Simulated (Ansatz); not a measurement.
Cost and result for the atomization energy of `NC(N)(F)SS` (11 atoms, 10 bonds).

Cartesian coordinates in Å:
```
N -0.8713 -1.1731 -0.9188
C -0.2900 -0.1179 -0.1999
N -0.9128 0.0242 1.0574
F -0.4126 1.1168 -0.8281
S 1.5356 -0.5154 -0.1917
S 2.2840 1.0575 0.8500
H -0.5139 -1.2370 -1.8615
H -1.8798 -1.0879 -0.9197
H -0.4998 0.7985 1.5639
H -0.8081 -0.8251 1.5964
H 2.3686 1.9594 -0.1481
```

Charge 0, multiplicity 1. Geometry: relaxed with PBE0-D4/def2-TZVP. It is one conformer, not always the lowest. Program: Ansatz. All runs use 4 threads of an Intel Xeon 6975P-C on a shared host. Times are those of one run each, without the atoms' runs, and a repeat can differ threefold. Electronic energies, without spin–orbit coupling; frozen cores. CCSD(T)/CBS adds CCSD(T) − MP2 in def2-TZVPP to the MP2 limit, and its time is that of the two runs behind it. T1 = 0.012. B3LYP takes the VWN-RPA correlation (the form of Gaussian; ORCA's B3LYP/G). HSE06 is the plane-wave form, built on full-range PBE exchange.

CCSD(T)/CBS is a level of theory with its own doubt, some kJ/mol a heavy atom from the limit and from the frozen cores, so smaller differences don't rank the functionals.

```
                            level  functions  wall time
           LDA (SPW92)/def2-TZVPP        278      1.1 s
             revPBE-D4/def2-TZVPP        278      1.8 s
          CAM-B3LYP-D4/def2-TZVPP        278        3 s
              BHLYP-D4/def2-TZVPP        278      3.2 s
              HSE06-D4/def2-TZVPP        278      3.5 s
            r2SCANh-D4/def2-TZVPP        278      3.8 s
B3LYP-D4/def2-TZVPP (with forces)        278        4 s
                 CCSD(T)/def2-SVP        117      4.8 s
                B2PLYP/def2-TZVPP        278      4.9 s
                B97M-V/def2-TZVPP        278      5.5 s
                   MP2/def2-QZVPP        518       20 s
               CCSD(T)/def2-TZVPP        278       91 s
                CCSD(T)/CBS(def2)          –      110 s
```

Q: What atomization energy does each give, and how far from CCSD(T)/CBS? (Estimate.)

A: Computed: 
| level | atomization (kcal/mol) | difference from CCSD(T)/CBS | per bond |
| --- | --- | --- | --- |
| LDA (SPW92)/def2-TZVPP | 1078.3 | 181.2 | 18.1 |
| revPBE-D4/def2-TZVPP | 907.0 | 9.9 | 1.0 |
| CAM-B3LYP-D4/def2-TZVPP | 901.9 | 4.8 | 0.5 |
| BHLYP-D4/def2-TZVPP | 855.0 | -42.1 | -4.2 |
| HSE06-D4/def2-TZVPP | 905.7 | 8.6 | 0.9 |
| r2SCANh-D4/def2-TZVPP | 890.0 | -7.1 | -0.7 |
| B3LYP-D4/def2-TZVPP (with forces) | 899.0 | 1.9 | 0.2 |
| CCSD(T)/def2-SVP | 820.1 | -77.0 | -7.7 |
| B2PLYP/def2-TZVPP | 883.5 | -13.6 | -1.4 |
| B97M-V/def2-TZVPP | 902.3 | 5.2 | 0.5 |
| MP2/def2-QZVPP | 904.3 | 7.2 | 0.7 |
| CCSD(T)/def2-TZVPP | 861.9 | -35.2 | -3.5 |
| CCSD(T)/CBS(def2) | 897.1 | 0.0 | 0.0 |

Leaving LDA and LC-ωPBE aside and taking each functional with its dispersion term where it has one, the values, not all of them listed here, spread over 81.4 kcal/mol, from BHLYP-D4 to PBE-D4. LDA lies +148.8 kcal/mol from PBE without D4, its usual overbinding. From PBE to PBE0 (25 % exact exchange), in def2-TZVPP and without D4, the atomization energy moves by −30.6 kcal/mol: exact exchange takes away binding that semilocal exchange gives to molecules. In def2-TZVPP, CCSD(T) changes the Hartree–Fock value by +296.6 kcal/mol (the triples alone add +21.0 kcal/mol) and MP2 by +318.3 kcal/mol; breaking electron pairs costs correlation energy, which Hartree–Fock lacks.
